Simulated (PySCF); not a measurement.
## Working out the electron affinity of B

B- [He] 2s2 2p2 (3P) → B [He] 2s2 2p1 (2P). All numbers are calculated (PySCF 2.14, the spin-free X2C one-electron Hamiltonian (Gaussian nucleus), in aug-cc-pCVQZ-DK). Frozen: nothing. Energies in hartree (1 hartree = 27.21139 eV):

| part | B- (lower) | B (upper) |
| --- | --- | --- |
| UHF | -24.528491 | -24.539747 |
| MP2 opposite-spin | -0.097390 | -0.088818 |
| MP2 same-spin | -0.016908 | -0.005978 |

**Question.** What does Hartree-Fock give?

**Answer.** (-24.539747) − (-24.528491) = -0.011256 hartree = -0.306 eV.

**Question.** What do MP2 and SCS-MP2 (6/5 opposite-spin, 1/3 same-spin) give?

**Answer.** The opposite-spin parts differ by 0.233 eV and the same-spin parts by 0.297 eV. MP2: -0.306 + (0.233) + (0.297) = 0.224 eV. SCS-MP2: -0.306 + 1.2 × (0.233) + (0.297)/3 = 0.073 eV.

A first-order spin-orbit estimate adds -0.001 eV to MP2 (valence and next inner shell), giving 0.223 eV against 0.280 eV (measured; photodetachment measurements, as compiled on the Wikipedia data page of electron affinities).

What remains against the reference includes basis incompleteness and correlation beyond second order.
